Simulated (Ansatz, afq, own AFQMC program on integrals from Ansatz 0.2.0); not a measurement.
**H₂S, triplet in cc-pVTZ, levels against CCSDT(Q)**

```
atom   x (Å)   y (Å)    z (Å)
   H  0.0000  0.0000  -1.0710
   H  0.0000  0.0000  -0.2500
   S  0.0000  0.0000   1.3210
```

Basis cc-pVTZ. Noble-gas cores (and the filled d shells of Ga–Kr and In–Xe) are frozen. AFQMC by an in-house program on the Cholesky factors that Ansatz 0.2.0 writes for its CCSD(T) run. The CISD trial takes its coefficients from CCSD amplitudes. Released means that phaseless walkers are propagated on without the constraint, phases kept. Error bars are statistical, one sigma.

Determinant: UHF, the one that the program's search chose, which needn't be the lowest solution. The geometry is a point of a scan.

No full CI on the walks' own integrals is used here; CCSDT(Q) serves as the reference and is uncertain by about the last step of the cluster series.

Cautions: lower spins were not checked.

- T1 diagnostic: 0.0139
- weight of the determinant in the CISD state: 0.909
- ⟨S²⟩ of the determinant: 2.034
- size of the correlated space: 8 electrons in 57 orbitals

(1) Estimate: order these by the size of their error in total energy against CCSDT(Q), smallest first.
A. phaseless AFQMC with a CISD trial
B. CCSD(T)
C. MP2
D. CCSD

(1) A (1.2 ± 0.2 kJ/mol), B (3.0 kJ/mol), D (20.1 kJ/mol), C (97.4 kJ/mol).

Reference: CCSDT(Q), correlation energy -5.420 eV.

A walk keeps the symmetry of its determinant, which the program's search chose and which needn't be the lowest solution, so a lower state of the same spin and another symmetry isn't excluded.
